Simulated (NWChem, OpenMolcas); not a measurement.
## How basis sets differ on NO+ (nitrosonium)

NO+ has 2 atoms, charge +1, and is taken as a singlet. As SMILES, `N#[O+]`. Geometry: the measured bond length.

```xyz
2

N     0.0000    0.0000    0.0000
O     0.0000    0.0000    1.0632
```

Quantity: the vertical ionisation energy (to the doublet dication), in eV. The values are calculated.

| level | kind | program | value (eV) |
| --- | --- | --- | --- |
| r2SCAN/LANL2DZ | meta-GGA | NWChem | 29.23 |
| r2SCAN/MINI | meta-GGA | NWChem | 33.12 |
| r2SCAN/STO-3G | meta-GGA | OpenMolcas | 30.57 |
| r2SCAN/SBKJC-VDZ (core potential) | meta-GGA | NWChem | 29.29 |
| r2SCAN/DGauss-DZVP | meta-GGA | NWChem | 29.28 |
| r2SCAN/MIDI! | meta-GGA | NWChem | 29.50 |
| r2SCAN/jorge-DZP | meta-GGA | NWChem | 29.28 |
| r2SCAN/jorge-TZP | meta-GGA | NWChem | 29.24 |

The values span 29.23 to 33.12 eV. Without the sets that lack polarisation functions the rows with a basis span only 29.24 to 29.50 eV.
